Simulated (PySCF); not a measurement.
Some computed properties have been withheld. Give your best values.

Compound: 2-methyl-1-pyrroline, C₅H₉N.
Structure used (PBE0-D3(BJ)/def2-SVP), in Å, numbered top down from 1:
```xyz
15
C5H9N angstrom
C      2.176   -0.372    0.346
C      0.699   -0.267    0.172
N     -0.052   -1.287    0.052
C     -1.431   -0.870   -0.110
C     -1.477    0.675   -0.025
C     -0.002    1.073    0.117
H      2.702    0.142   -0.475
H      2.495    0.116    1.282
H      2.479   -1.426    0.366
H     -2.047   -1.357    0.665
H     -1.808   -1.254   -1.074
H     -1.938    1.119   -0.919
H     -2.070    1.012    0.837
H      0.377    1.670   -0.730
H      0.211    1.664    1.024
```

```json
{"property": "rotational constants A, B, C", "level": "PBE0-D3(BJ)/def2-SVP", "value": "?"}
{"property": "dipole moment", "level": "CAM-B3LYP/def2-SVPD", "value": "2.18 D"}
{"property": "HOMO energy", "level": "CAM-B3LYP/def2-SVPD", "value": "?"}
{"property": "LUMO energy", "level": "CAM-B3LYP/def2-SVPD", "value": "?"}
{"property": "lowest singlet excitation", "level": "TDDFT CAM-B3LYP/def2-SVPD", "value": "?"}
{"property": "strongest line among the 6 lowest singlet transitions", "level": "TDDFT CAM-B3LYP/def2-SVPD", "value": "?"}
{"property": "static isotropic polarisability", "level": "CAM-B3LYP/def2-SVPD", "value": "?"}
{"property": "electronic spatial extent ⟨r²⟩ about the centre of nuclear charge", "level": "CAM-B3LYP/def2-SVPD", "value": "?"}
```

Gas-phase values; electronic properties from PySCF, density fitting. Geometry: PBE0-D3(BJ)/def2-SVP; no solvent, vibrations or thermal averaging.

Problem. The electronic spatial extent ⟨r²⟩ about the centre of nuclear charge?

Solution. 582 bohr².

Problem. The LUMO energy?

Solution. 1.28 eV.

Problem. The static isotropic polarisability?

Solution. 65.1 au.

Problem. The lowest singlet excitation?

Solution. 5.67 eV (219 nm, f = 0.002).

Problem. What is the HOMO energy?

Solution. -8.71 eV.

Problem. Give the strongest line among the 6 lowest singlet transitions.

Solution. S4 at 7.42 eV (167 nm, f = 0.253).

Problem. What are the rotational constants A, B, C?

Solution. 7.145, 3.194, 2.336 GHz.

The rotational constants make it an asymmetric top with κ = (2B − A − C)/(A − C) = -0.64, nearer the prolate limit (−1). The principal polarisabilities are 52.0, 65.0 and 78.3 au; their mean is the isotropic value. The polarisability is 9.64 Å³ as a volume (1 au = 0.148185 Å³), or 1.41 au for each of the 46 electrons. The dipole equals about 7.3 × 10⁻³⁰ C·m (1 D = 3.33564 × 10⁻³⁰ C·m).
